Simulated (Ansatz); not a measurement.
# H₂S₂O (SMILES SOS): functionals against CCSD(T) at one geometry

An exercise on one series of results from a longer session: the logs are not shown, and one member is left open.

Method: single points in def2-TZVPP; program: Ansatz 0.2.0, Gaussian basis.

Correlated methods freeze the cores.

## Where the work starts

5 atoms, charge 0, spin multiplicity 1.

Atoms are counted from 1 here; the program's logs count them from 0.

Bond lengths: S1–O2 1.726 Å, S1–H4 1.412 Å, O2–S3 1.705 Å, S3–H5 1.316 Å. Angles: O2–S1–H4 98.6°, S1–O2–S3 117.0°, O2–S3–H5 97.4°.

Coordinates:

```xyz
5

S    -0.8271    0.1406   -1.1687
O    -0.1628    0.6353    0.3456
S     1.0085   -0.3857    1.0478
H    -1.9724   -0.5292   -0.6867
H     2.0487    0.0633    0.3787
```

The first run:

File run/in.yaml:

```yaml
crystal:
  periodic: [false, false, false]
  atoms:
    - {symbol: S, position_ang: [-0.827100, 0.140600, -1.168700]}
    - {symbol: O, position_ang: [-0.162800, 0.635300, 0.345600]}
    - {symbol: S, position_ang: [1.008500, -0.385700, 1.047800]}
    - {symbol: H, position_ang: [-1.972400, -0.529200, -0.686700]}
    - {symbol: H, position_ang: [2.048700, 0.063300, 0.378700]}
basis:
  gaussian: {orbitals: def2-TZVPP}
correlation: {method: ccsd_t}
output: {forces: true}
```

The command line of these runs was not kept.

Steps of the session up to this table: CCSD(T)/def2-TZVPP; PBE0-D4/def2-TZVPP; wB97M-V/def2-TZVPP; r2SCAN-D4/def2-TZVPP; PBE-D4/def2-TZVPP; CAM-B3LYP-D4/def2-TZVPP; wB97X-V/def2-TZVPP.

One table of the session follows, with a row left open; its other results are not shown here.

```
      method  RMS force component (eV/Å)  angle to CCSD(T) forces (°)  dipole (D)
     CCSD(T)                       0.654                    reference        1.06
     PBE0-D4                       0.740                         13.2        1.03
     wB97M-V                           ?                            ?           ?
   r2SCAN-D4                       0.635                          8.8        0.95
      PBE-D4                       0.591                         24.9        0.93
CAM-B3LYP-D4                       0.749                         12.5        1.12
     wB97X-V                       0.769                         12.4        1.08
```

**Question.** Estimate the row for wB97M-V.

The run gave: RMS force component (eV/Å): 0.733; angle to CCSD(T) forces (°): 10.7; dipole (D): 1.10. In the column «RMS force component (eV/Å)» it lies between CCSD(T) (0.654) and PBE0-D4 (0.740).
